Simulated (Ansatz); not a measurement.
Start from HfS$_{2}$ in the CdI2 type structure (space group P-3m1, No. 164; a = 3.6057 Å, c = 5.7676 Å; layered, stacked along the Cartesian z axis).

The values are results of Kohn–Sham DFT with the PBE-D3(BJ) functional, run in Ansatz (a quantum-chemistry and plane-wave program) with PAW and 420 eV plane waves, no spin-orbit coupling, not measurements.

It is then changed as follows: Ti takes the place of Hf on all its sites, then cell and atoms are relaxed.

Measured lattice parameter a: HfS2 3.635 Å (temperature not stated; as listed in Torbjörn Björkman, The Journal of Chemical Physics (2014)); TiS2 3.4073 Å (temperature not stated; as listed in R.R. Chianelli, J.C. Scanlon, A.H. Thompson, Materials Research Bulletin (1975)).

How well does PBE-D3(BJ) reproduce the measured shift?

With PBE-D3(BJ) the lattice parameter a moves by -0.245 Å (3.606 → 3.361) against -0.228 Å measured.

No phonon test of stability was made. The final runs are not spin-polarised.
